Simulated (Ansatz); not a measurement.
**ClH2OSi radical: from a rough start to a minimum**

What shape does ClH2OSi radical take? The plan is to relax it, then compute its harmonic vibrations to see whether it is a minimum and to get the zero-point energy and entropy.

The runs use Ansatz 0.2.0, Gaussian basis; UKS PBE0-D4/def2-TZVP.

Levels to be run: relaxation at PBE0-D4/def2-TZVP; harmonic vibrations at the same level.

1 further run of the same task is left out (set aside as unsound or not needed).

## (1) Where the work starts

5 atoms, charge 0, spin multiplicity 2.

Atoms are counted from 1 here; the program's logs count them from 0.

Bond lengths: O1–Si2 1.628 Å, O1–H4 0.954 Å, Si2–Cl3 2.042 Å, Si2–H5 1.448 Å. Angles: Si2–O1–H4 124.2°, O1–Si2–Cl3 109.4°, O1–Si2–H5 102.1°, Cl3–Si2–H5 112.6°.

Coordinates:

```csv
atom,x (Å),y (Å),z (Å)
O1,-0.84158,-0.39337,-0.65829
Si2,-0.06977,0.52308,0.44401
Cl3,1.56532,-0.48383,1.13755
H4,-0.93890,-1.34061,-0.59407
H5,0.28493,1.69473,-0.32919
```

The start is a GFN2-xTB geometry.

## (2) Optimising with PBE0-D4/def2-TZVP

File in.yaml:

```yaml
crystal:
  periodic: [false, false, false]
  atoms:
    - {symbol: O, position_ang: [-0.841580, -0.393370, -0.658290]}
    - {symbol: Si, position_ang: [-0.069770, 0.523080, 0.444010]}
    - {symbol: Cl, position_ang: [1.565320, -0.483830, 1.137550]}
    - {symbol: H, position_ang: [-0.938900, -1.340610, -0.594070]}
    - {symbol: H, position_ang: [0.284930, 1.694730, -0.329190]}
basis:
  gaussian: {orbitals: def2-TZVP}
magnetization: {spin_polarized: true, initial_magnetization: 1}
hamiltonian: {xc: pbe0, dispersion: d4}
relax: {f_tol: 0.005, max_steps: 150}
```

The run is started by

```console
> ansatz run in.yaml --threads 2 --pin off --events-out ev --progress --plain --max-ram 32768MiB --backend cpu
```

After this run come: Vibrations by finite differences.

Before running them: what should the planned runs give, taken together? Wanted: point group; shift from the start; total energy; dispersion term; dipole moment; lowest, highest wavenumber; zero-point energy.

**Answer**, as computed:

```
                  quantity            value
               point group               C1
                     steps                9
shift from the start (rms)          0.082 Å
              total energy   -22473.1518 eV
           dispersion term          -82 meV
             dipole moment           1.29 D
lowest, highest wavenumber   200, 3910 cm⁻¹
         zero-point energy      61.6 kJ/mol
       entropy at 298.15 K  292.7 J/(mol K)
```

In words: The relaxed geometry lies 0.08 Å (rms) from the start; the bond that changed most is Si2–H5, from 1.448 to 1.488 Å. No mode is imaginary: a true minimum at this level. The stiffest mode, 3910 cm⁻¹, is an O–H stretch. Harmonic hybrid wavenumbers usually lie a few per cent above measured fundamentals. The largest Mulliken charge, -0.48 e, sits on O1.
